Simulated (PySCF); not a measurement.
## Working out the ionisation energy of B

B [He] 2s2 2p1 (2P) → B⁺ [He] 2s2 (1S). Computed with PySCF 2.14 in Sapporo-DZP-2012 (4s3p1d, 18 functions), with scalar relativity by spin-free X2C-1e. Frozen: 1s2. Energies in hartree (1 hartree = 27.21139 eV):

```tsv
part	B (lower)	B⁺ (upper)
UHF	-24.534840	-24.240087
CCSD correlation	-0.061184	-0.059275
(T)	-0.000902	0.000000
```

**Question.** What does Hartree-Fock give?

**Answer.** (-24.240087) − (-24.534840) = 0.294753 hartree = 8.021 eV.

**Question.** What do CCSD and CCSD(T) give?

**Answer.** The CCSD correlation energies differ by 0.001909 hartree = 0.052 eV and the triples by 0.000902 hartree = 0.025 eV, so CCSD gives 8.073 eV and CCSD(T) 8.098 eV.

Measured between the centres of the two terms (NIST): 8.297 eV, so CCSD(T) (valence) is off by -0.199 eV.

A double-zeta basis recovers only part of the correlation energy.

The coupled-cluster amplitudes are large, so a single reference is strained.

What remains against the reference includes basis incompleteness, the frozen core and higher excitations.
